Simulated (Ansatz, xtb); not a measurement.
C3H5P: which of two isomers lies lower

Structure X: `[H]/P=C/C=C`, a singlet. Structure Y: `C=CP=C`, a singlet. Both are isolated molecules in the gas phase, relaxed with PBE-D3(BJ)/def2-SVP; the shapes shown needn't be the lowest conformers.

X (Å):

```yaml
atoms:
  - { symbol: C, position_ang: [-0.0465, 0.9781, -1.8215] }
  - { symbol: C, position_ang: [-1.0496, 0.6423, -0.9704] }
  - { symbol: C, position_ang: [-0.9363, -0.3699, 0.0568] }
  - { symbol: P, position_ang: [-2.2242, -0.7612, 1.1075] }
  - { symbol: H, position_ang: [0.9357, 0.4796, -1.7700] }
  - { symbol: H, position_ang: [-0.1780, 1.7559, -2.5887] }
  - { symbol: H, position_ang: [-2.0204, 1.1650, -1.0533] }
  - { symbol: H, position_ang: [0.0418, -0.8808, 0.1235] }
  - { symbol: H, position_ang: [-1.5190, -1.7806, 1.8524] }
```

Y (Å):

```xyz
9

C     0.4947    1.7870   -0.9525
C     0.4417    0.5193   -0.4886
C    -0.2135   -2.1250   -0.4088
P    -0.4578   -0.7807   -1.3924
H    -0.0048    2.0760   -1.8933
H     1.0366    2.5813   -0.4132
H     0.9516    0.2571    0.4577
H    -0.6505   -3.0943   -0.7011
H     0.3646   -2.1189    0.5326
```

Task: Estimate which is lower in electronic energy at CCSD(T)/def2-TZVP, and by roughly how much.

Result: Too close to call at this level: CCSD(T)/def2-TZVP gives E(Y) − E(X) = +3.16 kJ/mol.

The same difference at several levels:

```csv
level,geometry,E(Y) − E(X) (kJ/mol),departure from the last row (kJ/mol),"job, with rough time for the two"
GFN2-xTB,GFN2-xTB,+33.18,+30.02,"optimisation, 0.17 s"
HF/STO-3G,GFN2-xTB,−4.04,−7.20,"single point, 0.46 s"
r2SCAN-D4/def2-SVP,GFN2-xTB,+18.36,+15.20,"single point, 2.8 s"
PBE-D3(BJ)/def2-SVP,PBE-D3(BJ)/def2-SVP,+19.21,+16.05,"optimisation, 19 s"
HF/def2-TZVP,PBE-D3(BJ)/def2-SVP,+2.53,−0.62,part of the CCSD(T) run
MP2/def2-TZVP,PBE-D3(BJ)/def2-SVP,+1.63,−1.53,part of the CCSD(T) run
CCSD(T)/def2-TZVP,PBE-D3(BJ)/def2-SVP,+3.16,,"single point, 69 s"
```

As drawn, Y has 1 C–P, 1 C–H in place of 1 P–H, 1 C–C.

The largest departure from CCSD(T)/def2-TZVP is that of GFN2-xTB, 30.02 kJ/mol.

With harmonic frequencies from PBE-D3(BJ)/def2-SVP (ideal gas, rigid rotor, one conformer each, 298.15 K, 1 atm): on the last row, ΔE + ΔZPE = +4.44, ΔH = +5.10, ΔG = +3.44 kJ/mol.

The correlated steps freeze 8 core orbitals. Codes used: Ansatz 0.2.0, xtb 6.7.1; the last row on 2 threads of Intel(R) Xeon(R) Processor @ 2.70GHz on a shared host.
